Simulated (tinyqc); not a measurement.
Harmonic frequencies on the UHF/sto-6g surface (energies and gradients from PySCF), for NH, spin multiplicity 3, step by step. Computed by tinyqc, a small Python program that keeps every step (integrals from PySCF). Settings: charge = 0, multiplicity = 3, basis = sto-6g, delta = 0.005. Command: `OMP_NUM_THREADS=1 python tinyqc.py 27083 27084 out.jsonl` (the two numbers bound the seeds that draw the settings). One thread of a shared host (Intel(R) Xeon(R) Processor @ 2.60GHz), about 2 s of CPU time with the checks.

## One row of the Hessian: 1Nz

optimised positions (bohr):
```
           x         y         z
1N  0.000000  0.000000  0.079418
2H  0.000000  0.000000  2.118334
```

gradient at +delta (hartree/bohr):
```
             x           y            z
1N  0.00000000  0.00000000   0.00230177
2H  0.00000000  0.00000000  -0.00230177
```

gradient at -delta (hartree/bohr):
```
             x           y            z
1N  0.00000000  0.00000000  -0.00226390
2H  0.00000000  0.00000000   0.00226390
```

Displace 1Nz by +/-0.005 bohr; H(k, :) = (g(+) - g(-)) / (2 delta).

row of the Hessian (hartree/bohr^2): 1Nx 0.00000000, 1Ny 0.00000000, 1Nz 0.45656658, 2Hx 0.00000000, 2Hy 0.00000000, 2Hz -0.45656658

## Hessian by finite differences

All rows are made in the same way, and the matrix is symmetrised.

Hessian (symmetrised) (hartree/bohr^2):
```
             1Nx          1Ny          1Nz          2Hx          2Hy          2Hz
1Nx   0.00000032   0.00000000   0.00000000  -0.00000032   0.00000000   0.00000000
1Ny   0.00000000   0.00000032   0.00000000   0.00000000  -0.00000032   0.00000000
1Nz   0.00000000   0.00000000   0.45656658   0.00000000   0.00000000  -0.45656658
2Hx  -0.00000032   0.00000000   0.00000000   0.00000032   0.00000000   0.00000000
2Hy   0.00000000  -0.00000032   0.00000000   0.00000000   0.00000032   0.00000000
2Hz   0.00000000   0.00000000  -0.45656658   0.00000000   0.00000000   0.45656658
```

## Normal modes

masses (u): 1N 14.003074, 2H 1.007825

Diagonalise H_ij / sqrt(m_i m_j); the 5 smallest eigenvalues belong to translations and rotations; wavenumber = sqrt(eigenvalue / 1822.888) x 219474.63; each mode has its largest component positive (the first on a tie); zero-point energy = sum of wavenumbers / 2, with 349.755 1/cm per kcal/mol.

eigenvalues of the mass-weighted Hessian (hartree/(bohr^2 u)): 0.000000  0.000000  0.000000  0.000000  0.000000  0.485626

harmonic wavenumbers of the vibrations (1/cm): 3582.2

mass-weighted modes:
```
        mode 1
1Nx   0.000000
1Ny   0.000000
1Nz  -0.259113
2Hx   0.000000
2Hy   0.000000
2Hz   0.965847
```

zero-point energy = 5.121078 kcal/mol
